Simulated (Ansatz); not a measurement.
Two shapes of triplet C₄H₆.

Shape 1:

```xyz
10

C     0.0099    0.0436   -0.0224
C     1.3973   -0.0464    0.0074
C    -0.7281    1.2056   -0.0411
C    -0.6992   -1.2062    0.0457
H     1.9576   -0.8907   -0.0080
H     1.9867    0.9069   -0.0392
H    -1.7582    1.2712    0.0080
H    -0.1776    2.1782    0.0500
H    -1.8456   -1.2567   -0.0129
H    -0.1911   -2.1629   -0.0450
```

Shape 2:

```xyz
10

C     0.0670    0.0169   -0.0276
C     1.4062   -0.0449    0.0700
C    -0.7769    1.2437   -0.0542
C    -0.6514   -1.1923    0.0848
H     2.0197   -0.8797   -0.0029
H     2.0415    0.8759   -0.0325
H    -1.6995    1.2945    0.0116
H    -0.1761    2.2000    0.1093
H    -1.8613   -1.2260    0.0401
H    -0.1916   -2.2237   -0.0278
```

Basis set: 6-31G (spherical functions). Left uncorrelated: 4 orbitals. Charge 0, multiplicity 3.

Computed with Ansatz (development build ahead of 0.2.0); each method stands on the lowest determinant of its kind that the runs found.

(1) Which shape is lower in energy, and by how much in each method?

## Answers

(1)

| method | E(2) − E(1) (eV) |
| --- | --- |
| UHF | 1.070 |
| UHF-MP2 | 1.015 |

Shape 1 is lower. Caution: the unrestricted determinant is spin contaminated.
